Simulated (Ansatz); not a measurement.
in.yaml

```yaml
crystal:
  periodic: [false, false, false]
  atoms:
    - {symbol: N, position_ang: [0.000000, 0.000000, 0.000000]}
    - {symbol: H, position_ang: [0.590343, 0.592302, 0.590214]}
    - {symbol: H, position_ang: [-0.592921, -0.588246, 0.591684]}
    - {symbol: H, position_ang: [-0.588983, 0.589598, -0.594267]}
    - {symbol: H, position_ang: [0.591561, -0.593654, -0.587631]}
basis:
  gaussian: {orbitals: cc-pVDZ}
total_charge: 1
magnetization: {spin_polarized: true, initial_magnetization: 2}
hamiltonian: {xc: {name: PBE}}
output: {orbitals: {seedname: orbitals}}
```

```sh
$ ansatz run in.yaml --threads 1 --pin off --events-out ev --progress --plain --max-ram 3956MiB --backend cpu
```

Problem. Roughly how long does this take on 1 thread of AMD EPYC 7R13, shared host, and how much host memory?

Solution. 4.1 s wall and 0.11 GiB.

```
430 factors; their error is unknown
mean field evaluation 1: about -1523.7891 eV, gradient 4.5e1 eV
mean field evaluation 2: about -1517.7666 eV, gradient 5.6e1 eV
mean field evaluation 4: about -1530.3367 eV, gradient 1.4e1 eV
mean field evaluation 8: about -1531.8142 eV, gradient 1.9e-1 eV
mean field evaluation 16: about -1531.8018 eV, gradient 4.9e-4 eV
mean field evaluation 32: about -1531.8130 eV, gradient 2.1e-1 eV
mean field evaluation 64: about -1529.5818 eV, gradient 6.9e0 eV
mean field evaluation 96: about -1531.8028 eV, gradient 2.2e-1 eV
mean field evaluation 128: about -1531.7801 eV, gradient 2.1e0 eV
mean field -1531.87657609 eV, -56.2954258281 hartree, gradient 1.8e-5 eV, S^2 2.001774; 10 other end points of the search recorded, 0 dependent functions left out
reference -1531.87660112 eV, -56.2954267479 hartree; 6, 4 occupied and 28, 30 virtual orbitals, 430 factors
Total energy: -1531.87660112 eV, -56.2954267479 hartree
```
